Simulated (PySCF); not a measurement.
# BH⁻: basis, grid and Hamiltonian

The method stays; parts of the set-up, such as the basis or the Hamiltonian, are changed.

Program: PySCF 2.14.0. Level of theory: method and basis as typed in the scripts. These are calculated values, not measurements.

## Step 1: The system as given

BH⁻: 2 atoms, charge -1, spin multiplicity 2.

Bond lengths: B1–H2 1.297 Å.

## Step 2: The run that the others are compared with

The input, input.py:

```python
from pyscf import gto, scf

mol = gto.M(
    atom='B 0 0 0; H 0 0 1.297',
    basis='jorge-dzp-dkh',
    charge=-1,
    spin=1,
    verbose=3,
)
mf = scf.UHF(mol)
mf = mf.sfx2c1e()
mf.kernel()
mf.analyze()
print('orbital energies (hartree):', [e[max(0, n-3):n+3].round(4) for e, n in zip(mf.mo_energy, mol.nelec)])
```

The run is started by

```sh
> OMP_NUM_THREADS=1 python input.py
```

Its log is not repeated here.

It gives: E(SCF) = -25.100609 Eh, ⟨S²⟩ = 0.760.

The bond length is a typed value, not an optimised one. The dipole of an ion depends on the origin.

## Step 3: Sto-3g (X2C off)

Run 1 changes basis set: jorge-dzp-dkh → sto-3g; spin-free X2C: on → off.

The input, input.py:

```python
from pyscf import gto, scf

mol = gto.M(
    atom='B 0 0 0; H 0 0 1.297',
    basis='sto-3g',
    charge=-1,
    spin=1,
    verbose=3,
)
mf = scf.UHF(mol)
mf.kernel()
mf.analyze()
print('orbital energies (hartree):', [e[max(0, n-3):n+3].round(4) for e, n in zip(mf.mo_energy, mol.nelec)])
```

The run is started by

```sh
> OMP_NUM_THREADS=1 python input.py
```

## Step 4: Spin-free X2C off

Run 2 changes spin-free X2C: on → off.

input.py: that of step 2 with these lines changed.

```diff
@@ -10,3 +10,2 @@
 mf = scf.UHF(mol)
-mf = mf.sfx2c1e()
 mf.kernel()
```

## Step 5: 6-311++g** (X2C off)

Run 3 changes basis set: jorge-dzp-dkh → 6-311++g**; spin-free X2C: on → off.

input.py: that of step 2 with these lines changed.

```diff
@@ -4,3 +4,3 @@
     atom='B 0 0 0; H 0 0 1.297',
-    basis='jorge-dzp-dkh',
+    basis='6-311++g**',
     charge=-1,
@@ -10,3 +10,2 @@
 mf = scf.UHF(mol)
-mf = mf.sfx2c1e()
 mf.kernel()
```

## Step 6: Aug-cc-pvdz (X2C off)

Run 4 changes basis set: jorge-dzp-dkh → aug-cc-pvdz; spin-free X2C: on → off.

input.py: that of step 2 with these lines changed.

```diff
@@ -4,3 +4,3 @@
     atom='B 0 0 0; H 0 0 1.297',
-    basis='jorge-dzp-dkh',
+    basis='aug-cc-pvdz',
     charge=-1,
@@ -10,3 +10,2 @@
 mf = scf.UHF(mol)
-mf = mf.sfx2c1e()
 mf.kernel()
```

**Question.** What will these runs give? Wanted: for each run, E(SCF); from base; gap, α spin.

The runs gave:

```
                            run  E(SCF) (hartree)  from base (eV)  gap, α spin (eV)  functions
                           base        -25.100609               0              8.19         20
               sto-3g (X2C off)        -24.498750  not comparable             13.39          6
spin-free X2C off (poor choice)        -25.093767  not comparable              8.19         20
           6-311++g** (X2C off)        -25.110933  not comparable              5.79         29
          aug-cc-pvdz (X2C off)        -25.110932  not comparable              5.18         32
```

**Reading.** The highest filled level of this anion is positive: the basis lacks diffuse functions or the electron is not bound, so these numbers hang on the basis. Rows marked «poor choice» come from settings spoiled on purpose.
